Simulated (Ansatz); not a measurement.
# AlFH₂N radical: how energies converge with the basis set

Aim: see how fast density functionals converge with the basis set for AlFH₂N radical.

The runs use Ansatz 0.2.0, Gaussian basis; one geometry, several basis sets.

The runs, in order: PBE0-D4/def2-SVP; ωB97M-V/def2-SVP; PBE0-D4/def2-QZVPP; ωB97M-V/def2-QZVPP; the functionals' def2-TZVPP values are taken from earlier runs.

### Step 1. The geometry

All runs share one geometry, relaxed beforehand with PBE0-D4 in a triple-zeta def2 set.

SMILES `[NH2][Al][F]`, 5 atoms, charge 0, spin multiplicity 2.

Atoms are counted from 1 here; the program's logs count them from 0.

Bond lengths: N1–Al2 1.765 Å, N1–H4 1.007 Å, N1–H5 1.009 Å, Al2–F3 1.658 Å. Angles: Al2–N1–H4 124.8°, Al2–N1–H5 124.2°, H4–N1–H5 111.0°, N1–Al2–F3 117.4°.

### Step 2. PBE0-D4 in def2-SVP

in.yaml reads:

```yaml
crystal:
  periodic: [false, false, false]
  atoms:
    - {symbol: N, position_ang: [-0.384712, 0.498966, -0.263812]}
    - {symbol: Al, position_ang: [0.631952, -0.282755, 0.949512]}
    - {symbol: F, position_ang: [1.228673, -1.786761, 0.590012]}
    - {symbol: H, position_ang: [-0.804335, 1.408278, -0.162715]}
    - {symbol: H, position_ang: [-0.621678, 0.088572, -1.154397]}
basis:
  gaussian: {orbitals: def2-SVP}
magnetization: {spin_polarized: true, initial_magnetization: 1}
hamiltonian: {xc: pbe0, dispersion: d4}
output: {orbitals: {seedname: orbitals}}
```

The runs that follow: ωB97M-V in def2-SVP; PBE0-D4 in def2-QZVPP; ωB97M-V in def2-QZVPP.

Q: Predict the results of all the runs planned. Wanted: PBE0-D4: double and triple zeta above quadruple; ωB97M-V: double and triple zeta above quadruple.

As calculated:

```
                                       quantity          value
PBE0-D4: double and triple zeta above quadruple  8.29, 0.48 eV
ωB97M-V: double and triple zeta above quadruple  8.38, 0.47 eV
```

In words: For PBE0-D4 the step from double to triple zeta gains 7.81 eV and the next only 0.48 eV. Total energies overstate the basis error of differences, where much of it tends to cancel.
